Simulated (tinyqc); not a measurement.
Inside a calculation (part 2 of 2). Method: G0W0 on RHF in the sto-3g basis, for H2O, spin multiplicity 1. Computed by tinyqc, a small Python program that keeps every step (integrals from PySCF). Command: `OMP_NUM_THREADS=1 python tinyqc.py 23276 23277 out.jsonl` (the two numbers bound the seeds that draw the settings). One thread of a shared host (Intel(R) Xeon(R) Processor @ 2.60GHz), about 0.06 s of CPU time with the checks.

Geometry (angstrom):

| atom | x | y | z |
|---|---|---|---|
| O | 0.000000 | 0.000000 | 0.000000 |
| H | 0.000000 | 0.792000 | 0.663000 |
| H | 0.000000 | -0.850000 | 0.712000 |

## Screening: direct RPA

orbital energies (hartree): MO1 -20.263084, MO2 -1.224390, MO3 -0.555948, MO4 -0.448360, MO5 -0.390534, MO6 0.499006, MO7 0.618347

Given earlier and not repeated: Two-electron integrals over orbitals (pq|rs).

With D = e_a - e_i and K = (ia|jb): diagonalise D^(1/2) (D + 4K) D^(1/2) = Z w^2 Z^T; X + Y = D^(1/2) Z w^(-1/2), each column of Z with its largest component positive (the first on a tie); E_c = (sum w - tr (D + 2K)) / 2.

D^(1/2) (D + 4K) D^(1/2) (hartree^2):
```
            1>6         1>7        2>6        2>7        3>6        3>7        4>6        4>7
1>6  433.240927    0.245872   0.259276  -0.069665   0.002150  -0.109635  -0.052864   0.064792
1>7    0.245872  437.761066  -0.065355   0.436036   0.072594  -0.043996   0.040569  -0.200906
2>6    0.259276   -0.065355   3.611330   0.077975  -0.137547   0.347078   0.273114   0.097259
2>7   -0.069665    0.436036   0.077975   3.915075   0.128351   0.186668   0.120505  -0.061932
3>6    0.002150    0.072594  -0.137547   0.128351   1.429128  -0.085561  -0.178091   0.169274
3>7   -0.109635   -0.043996   0.347078   0.186668  -0.085561   2.103500   0.362964   0.148606
4>6   -0.052864    0.040569   0.273114   0.120505  -0.178091   0.362964   1.275518  -0.025852
4>7    0.064792   -0.200906   0.097259  -0.061932   0.169274   0.148606  -0.025852   1.420844
5>6    0.000000    0.000000   0.000000   0.000000   0.000000   0.000000   0.000000   0.000000
5>7    0.000000    0.000000   0.000000   0.000000   0.000000   0.000000   0.000000   0.000000

          5>6       5>7
1>6  0.000000  0.000000
1>7  0.000000  0.000000
2>6  0.000000  0.000000
2>7  0.000000  0.000000
3>6  0.000000  0.000000
3>7  0.000000  0.000000
4>6  0.000000  0.000000
4>7  0.000000  0.000000
5>6  0.913094  0.012967
5>7  0.012967  1.121844
```

excitation energies w (hartree): 0.955140  1.036870  1.059550  1.102711  1.279477  1.459186  1.921897  2.000895  20.814125  20.923072

X + Y:
```
             1          2         3          4          5          6          7          8
1>6   0.000000   0.000259  0.000000  -0.000470  -0.000537   0.001507  -0.001795  -0.000137
1>7   0.000000  -0.000646  0.000000   0.001446   0.000999   0.000693   0.002053  -0.002660
2>6   0.000000  -0.048322  0.000000  -0.064044   0.040422  -0.302475   0.820963   0.377763
2>7   0.000000  -0.049158  0.000000   0.071596  -0.019848  -0.099801  -0.434402   0.853292
3>6   0.000000   0.387236  0.000000  -0.580754   0.627848  -0.100641  -0.065785   0.007001
3>7   0.000000  -0.276661  0.000000  -0.257813   0.097848   0.801018   0.133974   0.138953
4>6   0.000000   0.845404  0.000000   0.175770  -0.227717   0.241058   0.075499   0.071203
4>7   0.000000  -0.006332  0.000000   0.725015   0.605637   0.100593   0.039103   0.002995
5>6   0.963206   0.000000  0.056590   0.000000   0.000000   0.000000   0.000000   0.000000
5>7  -0.063475   0.000000  0.973933   0.000000   0.000000   0.000000   0.000000   0.000000

             9         10
1>6   0.997285   0.053913
1>7  -0.054209   0.997540
2>6   0.000176  -0.000034
2>7  -0.000065   0.000295
3>6  -0.000001   0.000037
3>7  -0.000059  -0.000027
4>6  -0.000027   0.000018
4>7   0.000040  -0.000102
5>6   0.000000   0.000000
5>7   0.000000   0.000000
```

RPA correlation energy = -0.06486741 hartree

## G0W0 on Hartree-Fock: HOMO

W(p,q,m) = sqrt2 sum_ia (pq|ia) (X+Y)_ia,m; Sigma_c(x) = sum_(i,m) W^2/(x - e_i + w_m) + sum_(a,m) W^2/(x - e_a - w_m); solve x = e_p + Sigma_c(x) by Newton steps; Z = 1/(1 - dSigma/dx); 1 hartree = 27.211386 eV.

The 12 largest terms at x = e_p (hartree; W for the signs of X + Y given):

| q | m | W | term |
|---|---|---|---|
| 5 | 6 | -0.209329 | 0.030029 |
| 5 | 7 | -0.184558 | 0.017723 |
| 5 | 8 | -0.185678 | 0.017230 |
| 5 | 2 | -0.053531 | 0.002764 |
| 2 | 1 | -0.065784 | 0.002419 |
| 5 | 5 | 0.043173 | 0.001457 |
| 6 | 1 | 0.046327 | -0.001163 |
| 3 | 3 | -0.029783 | 0.000724 |
| 5 | 4 | -0.027862 | 0.000704 |
| 7 | 3 | 0.035771 | -0.000619 |
| 2 | 3 | -0.028911 | 0.000441 |
| 3 | 1 | 0.013303 | 0.000158 |

Newton steps (hartree):

| step | x | Sigma_c(x) | Z |
|---|---|---|---|
| 0 | -0.390534 | 0.071900 | 0.955874 |
| 1 | -0.321806 | 0.068855 | 0.959202 |
| 2 | -0.321684 | 0.068850 | 0.959208 |
| 3 | -0.321684 | 0.068850 | 0.959208 |

quasiparticle energy of the HOMO = -8.753461 eV

Hartree-Fock value = -10.626959 eV

## G0W0 on Hartree-Fock: LUMO

As before.

The 12 largest terms at x = e_p (hartree; W for the signs of X + Y given):

| q | m | W | term |
|---|---|---|---|
| 7 | 5 | 0.087942 | -0.005529 |
| 6 | 8 | -0.102143 | -0.005214 |
| 3 | 5 | 0.110286 | 0.005210 |
| 4 | 6 | 0.110808 | 0.005102 |
| 6 | 7 | -0.097225 | -0.004918 |
| 2 | 7 | 0.121868 | 0.004074 |
| 4 | 8 | 0.082537 | 0.002311 |
| 4 | 7 | 0.078785 | 0.002163 |
| 6 | 5 | -0.052298 | -0.002138 |
| 4 | 5 | -0.062850 | 0.001774 |
| 2 | 8 | 0.080093 | 0.001722 |
| 4 | 2 | 0.056032 | 0.001582 |

Newton steps (hartree):

| step | x | Sigma_c(x) | Z |
|---|---|---|---|
| 0 | 0.499006 | 0.008062 | 0.977019 |
| 1 | 0.506882 | 0.007876 | 0.976959 |
| 2 | 0.506882 | 0.007876 | 0.976959 |

quasiparticle energy of the LUMO = 13.792954 eV

Hartree-Fock value = 13.578632 eV
